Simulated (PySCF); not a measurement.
Work out the structure from these simulated measurements.

Formula: CHO2; charge -1.

- Rotational structure: rotational constants A, B, C: 109.779, 12.554, 11.265 GHz [GFN2-xTB]
- 13C NMR: chemical shifts (computed TMS as zero) by class: 160.6 (1 C) ppm [GIAO PBE0/pcSseg-1]
- NMR, other nuclei: isotropic shieldings of nuclei other than C and H, by class: -22 (2 O) ppm [GIAO PBE0/pcSseg-1]
- 1H NMR: chemical shifts (computed TMS as zero) by class: 9.68 (1 H) ppm [GIAO PBE0/pcSseg-1]
- Couplings: largest of the computed one-bond spin–spin couplings (means over like bonds): 13C–1H +142.3, 17O–13C +27.0 (×2) Hz [B3LYP/pcJ-1]

Gas-phase values; electronic properties from PySCF, density fitting. Levels stand in brackets. Geometry: GFN2-xTB; no solvent, vibrations or thermal averaging. No diffuse functions stand in pcJ-1 and pcSseg-1, which bears on an anion's orbital energies. NMR values are class means; diastereotopic atoms form classes of their own.

Question: Give a SMILES that accounts for the data.

Answer: Numbering: `[O:1]=[CH:2][O-:3]`. The one carbon: carboxylate carbon [C2] (160.6 ppm). The one hydrogen (9.68 ppm): formyl hydrogen. The other shieldings belong to: -22 ppm, carboxylate oxygen [O1/O3]. The couplings run between: +142.3 Hz, carboxylate carbon [C2] and its hydrogen; +27.0 Hz, carboxylate oxygen [O1] and carboxylate carbon [C2] (with 1 like pair). The optimised geometry has point group C2v and is an asymmetric top. Structure: formate(1-), `O=C[O-]`. The assignments are read from this structure; whether some other isomer fits the data as well wasn't checked.
